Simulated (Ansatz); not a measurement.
C₃H₂ (the lowest singlet isomer of a short search). Charge 0, multiplicity 1. Geometry r2SCAN-D4/def2-TZVP, basis def2-TZVP, Ansatz.

```xyz
5

C     0.390   -0.471   -0.254
C    -0.342    0.517    0.231
C    -0.825   -0.804    0.394
H    -0.496    1.573    0.401
H     1.272   -0.816   -0.772
```

| run | HOMO (eV) | LUMO (eV) |
| --- | --- | --- |
| A | -10.10 | 3.17 |
| B | -5.38 | -2.14 |
| C | -9.13 | 1.30 |
| D | -6.76 | -0.95 |
| E | -8.22 | 0.25 |
| F | -5.65 | -1.77 |

The structure comes from a short search, and lower isomers may exist.

Q: The runs used CAM-B3LYP, HF, PBE, PBE0, r2SCAN, ωB97M-V. Estimate which is which.

A: A HF (100 % exact exchange); B PBE (0 % exact exchange); C ωB97M-V (range-separated); D PBE0 (25 % exact exchange); E CAM-B3LYP (range-separated); F r2SCAN (0 % exact exchange). Exact exchange lowers occupied and raises empty levels; among semilocal functionals meta-GGAs tend to open the gap a little, and such runs are hard to tell apart. The gap grows from 3.24 eV (PBE) to 13.27 eV (HF).
